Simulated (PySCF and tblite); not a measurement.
Values are calculated unless marked as measured or tabulated.
System: C₅H₇ (charge -1), numbered as in [CH2:1]=[CH:2]/[CH:3]=[CH:4]\[CH2-:5].

For the rotation about the C4–C5 bond (torsion C3–C4–C5–H from -180° to 0°, rising): electronic barrier 37.86 kcal/mol, zero-point change -2.59 kcal/mol, thermal and entropy terms at 298.15 K a further 0.02 kcal/mol (symmetry numbers apart). The minimum is Cs, the saddle Cs. Level: PBE0/pcSseg-1 + D3(BJ) on GFN2-xTB stationary points, with GFN2-xTB thermal terms. Rate constants are transition-state-theory values, counting equivalent paths, without tunnelling. Run with tblite and PySCF.

Problem. How many equivalent paths lead out of the minimum?

Solution. 2: the symmetry number of the minimum is 1, that of the saddle displaced along its mode 1, and the displaced saddle is chiral while the minimum is not, which doubles the count.

Problem. Work out the rate at 298.15 K.

Solution. ΔG‡ = 35.29 kcal/mol; k_B T/h = 6.2×10¹² s⁻¹; exp(−ΔG‡/RT) = 1.4×10⁻²⁶; times 2 gives k = 1.7×10⁻¹³ s⁻¹.

The ion is treated without a counter-ion.
